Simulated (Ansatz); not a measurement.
Input file:

```yaml
crystal:
  periodic: [false, false, false]
  atoms:
    - {symbol: Al, position_ang: [-0.964607, 0.000000, 0.000000]}
    - {symbol: H, position_ang: [-1.757531, 1.373384, 0.000000]}
    - {symbol: H, position_ang: [-1.757531, -1.373384, 0.000000]}
    - {symbol: H, position_ang: [0.978393, 0.000000, 0.000000]}
    - {symbol: B, position_ang: [2.148393, 0.000000, 0.000000]}
    - {symbol: H, position_ang: [2.657466, 0.000000, 1.077008]}
    - {symbol: H, position_ang: [2.657466, 0.000000, -1.077008]}
basis:
  gaussian: {orbitals: cc-pVDZ}
magnetization: {spin_polarized: false, initial_magnetization: 1}
correlation: {method: fic_mrcisd_q, electrons: outside_noble_gas, active_space: {window: {electrons: 3, orbitals: 3}}}
```

```sh
$ ansatz run in.yaml --threads 1 --pin off --events-out ev --progress --plain --max-ram 2393MiB
```

Log:

```
525 factors; integrals over basis functions are off by at most 1.2e-3 eV
mean field evaluation 1: about -7327.7123 eV, gradient 1.7e1 eV
mean field evaluation 2: about -7327.7475 eV, gradient 1.7e1 eV
mean field evaluation 4: about -7329.0405 eV, gradient 8.5e0 eV
mean field evaluation 8: about -7329.4794 eV, gradient 2.3e-1 eV
mean field evaluation 16: about -7329.5368 eV, gradient 5.8e-1 eV
mean field evaluation 32: about -7329.8023 eV, gradient 4.6e-4 eV
mean field evaluation 64: about -7329.2850 eV, gradient 2.2e-4 eV
mean field evaluation 96: about -7329.7987 eV, gradient 7.6e-1 eV
mean field -7329.80230401 eV, -269.3652663540 hartree, gradient 6.4e-7 eV, S^2 0.750000; 11 other end points of the search recorded, 0 dependent functions left out
reference -7329.80230401 eV, -269.3652663540 hartree; 12, 11 occupied and 45, 46 virtual orbitals, 525 factors
state -7330.17817517 eV, -269.3790793644 hartree
contracted CI cycle   1: correlation 0.00000000 eV, 0.0000000000 hartree, residual 1.72e1 eV
contracted CI cycle   2: correlation -4.64894829 eV, -0.1708456985 hartree, residual 2.39e0 eV
contracted CI cycle   3: correlation -4.75456210 eV, -0.1747269343 hartree, residual 6.03e-1 eV
contracted CI cycle   4: correlation -4.76228900 eV, -0.1750108926 hartree, residual 1.96e-1 eV
contracted CI cycle   5: correlation -4.76313044 eV, -0.1750418153 hartree, residual 7.07e-2 eV
contracted CI cycle   6: correlation -4.76324542 eV, -0.1750460407 hartree, residual 2.90e-2 eV
contracted CI cycle   7: correlation -4.76326347 eV, -0.1750467038 hartree, residual 1.16e-2 eV
contracted CI cycle   8: correlation -4.76326624 eV, -0.1750468055 hartree, residual 4.57e-3 eV
contracted CI cycle   9: correlation -4.76326668 eV, -0.1750468217 hartree, residual 1.80e-3 eV
contracted CI cycle  10: correlation -4.76326675 eV, -0.1750468243 hartree, residual 7.58e-4 eV
state -7330.17817517 eV, -269.3790793644 hartree; corrected -7335.39556895 eV, -269.5708150492 hartree
state -7329.66365279 eV, -269.3601710157 hartree
contracted CI cycle   1: correlation 0.00000000 eV, 0.0000000000 hartree, residual 1.74e1 eV
contracted CI cycle   2: correlation -4.85353341 eV, -0.1783640631 hartree, residual 2.71e0 eV
contracted CI cycle   3: correlation -4.98383311 eV, -0.1831524888 hartree, residual 6.91e-1 eV
contracted CI cycle   4: correlation -4.99277495 eV, -0.1834810953 hartree, residual 1.96e-1 eV
contracted CI cycle   5: correlation -4.99351794 eV, -0.1835083997 hartree, residual 6.48e-2 eV
contracted CI cycle   6: correlation -4.99359695 eV, -0.1835113031 hartree, residual 2.13e-2 eV
contracted CI cycle   7: correlation -4.99360626 eV, -0.1835116453 hartree, residual 7.70e-3 eV
contracted CI cycle   8: correlation -4.99360737 eV, -0.1835116862 hartree, residual 2.65e-3 eV
contracted CI cycle   9: correlation -4.99360750 eV, -0.1835116910 hartree, residual 9.05e-4 eV
state -7329.66365279 eV, -269.3601710157 hartree; corrected -7335.16530079 eV, -269.5623528506 hartree
state -7330.17817517 eV, -269.3790793644 hartree; corrected -7335.39556895 eV, -269.5708150492 hartree
Total energy: -7335.39556895 eV, -269.5708150492 hartree
```

Natural occupations: 1.9760 1.0004 0.0237.

For the same geometry and basis UCCSDT(Q) lies 55.4 meV lower.

Ran on 1 thread of Arm Neoverse V1, shared host: 7.5 s wall, 0.19 GiB peak host memory.
